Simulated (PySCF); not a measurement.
tert-butyl cation (C4H9), SMILES C[C+](C)C, charge +1.

Geometry optimised at PBE-D3(BJ)/def2-SVP. A frequency run showed that this geometry is not a minimum.

Two levels are set side by side: TDA-PBE/def2-SVPD (PySCF) and TDA-LC-ωPBE/def2-SVPD (PySCF). Vertical, same geometry. The lowest singlet is HOMO→LUMO 98 % with PBE and HOMO→LUMO 96 % with the other functional; states are paired by order. Differences are taken from unrounded values.

```
quantity                               TDA-PBE
-------------------------------------  -------
lowest singlet excitation (eV)            5.32
lowest triplet excitation (TDA) (eV)      4.83
first bright state (f over 0.05) (eV)     6.63
its oscillator strength                   0.29
```

Q: These are the TDA-PBE values. What does TDA-LC-ωPBE give? (The exact figures need the calculation; the answer reports its results.)

A: 
```json
[
 {"quantity": "lowest singlet excitation (eV)", "TDA-LC-ωPBE": "5.95", "TDA-PBE minus TDA-LC-ωPBE": "-0.63"},
 {"quantity": "lowest triplet excitation (TDA) (eV)", "TDA-LC-ωPBE": "5.28", "TDA-PBE minus TDA-LC-ωPBE": "-0.45"},
 {"quantity": "first bright state (f over 0.05) (eV)", "TDA-LC-ωPBE": "7.50", "TDA-PBE minus TDA-LC-ωPBE": "-0.87"},
 {"quantity": "its oscillator strength", "TDA-LC-ωPBE": "0.30", "TDA-PBE minus TDA-LC-ωPBE": "-0.01"}
]
```

A lower first singlet is the usual sign of a functional without exact exchange. Differences between two approximate levels are no errors against the true value.

Rough cost on one machine, each run with all the roots and properties that it gave: TDA-LC-ωPBE against TDA-PBE about 2 times.
